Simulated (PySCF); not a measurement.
C4H7N.
Atom-mapped SMILES: `[CH2:1]=[CH:2]/[CH:3]=[N:4]\[CH3:5]` (hydrogens: H6, H7 on C1; H8 on C2; H9 on C3; H10, H11, H12 on C5)

Method: PySCF 2.14.0, density-fitted response routines, TDDFT CAM-B3LYP/def2-SVPD, vertical, gas phase, core orbitals frozen in the response. Geometry: PBE0-D3(BJ)/def2-SVP, one conformer, isolated molecule. Torsions of this conformer, `[CH2:1]=[CH:2]/[CH:3]=[N:4]\[CH3:5]`: C1–C2–C3–N4 180°.

Frontier orbitals with the atoms that hold most of them (Löwdin shares over 4%, at most four atoms; ? is withheld):

| orbital | ε (eV) | atoms |
| --- | --- | --- |
| LUMO+2 | 1.83 | C1 22%, C5 17%, H7 16%, H6 9% |
| LUMO+1 | 1.47 | C1 21%, C5 17%, C2 13%, H8 8% |
| LUMO | ? | C1 28%, N4 21%, C2 19%, C3 15% |
| HOMO | -8.48 | ? |
| HOMO-1 | -8.82 | ? |
| HOMO-2 | -11.06 | C2 24%, C3 22%, C1 15%, N4 13% |
| HOMO-3 | -12.04 | C3 18%, C2 16%, C5 13%, H8 9% |

Give the leading atoms of the HOMO-1.

N4 (bonded to 2 C) 25%; C1 (bonded to C and 2 H) 25%; C2 (bonded to 2 C and H) 19%; C3 (bonded to C, N and H) 14%. By element: carbon 58% or more, nitrogen 25%.

Give the leading atoms of the HOMO.

N4 (bonded to 2 C) 58%; C5 (bonded to N and 3 H) 12%; C3 (bonded to C, N and H) 11%; C2 (bonded to 2 C and H) 6%. By element: nitrogen 58%, carbon 29% or more.

What is the LUMO energy, and the HOMO–LUMO gap?

ε(LUMO) = -0.37 eV; the gap is 8.11 eV (0.2980 hartree).

How does S1 compare with the orbital gap of 8.11 eV?

S1 is at 4.17 eV (f = 0.0006), 3.93 eV below the gap, made of HOMO→LUMO (94%). 

Give energy, strength and leading configuration of S1, S2, S3, S5 and S6, and follow the Löwdin shares of the leading atoms from the occupied to the empty orbital.

- S1 (4.17 eV, f 0.0006), HOMO→LUMO (94%): N4 58% → 21%, C5 12% → at most 15%, C1 at most 6% → 28%
- S2 (5.94 eV, f 0.556), HOMO-1→LUMO (97%): N4 25% → 21%, C1 25% → 28%
- S3 (7.11 eV, f 0.0062), HOMO→LUMO+1 (75%): N4 58% → at most 8%, C5 12% → 17%, C1 at most 6% → 21%
- S5 (7.39 eV, f 0.037), HOMO-1→LUMO+1 (93%): N4 25% → at most 8%, C1 25% → 21%, C5 at most 15% → 17%
- S6 (7.57 eV, f 0.017), HOMO-2→LUMO (83%): C2 24% → 19%, C3 22% → 15%, C1 15% → 28%, N4 13% → 21%

Löwdin shares depend on the basis, the more so with diffuse functions.

Hardware: one thread, Arm Neoverse V1, shared host. Cost: 64 s.
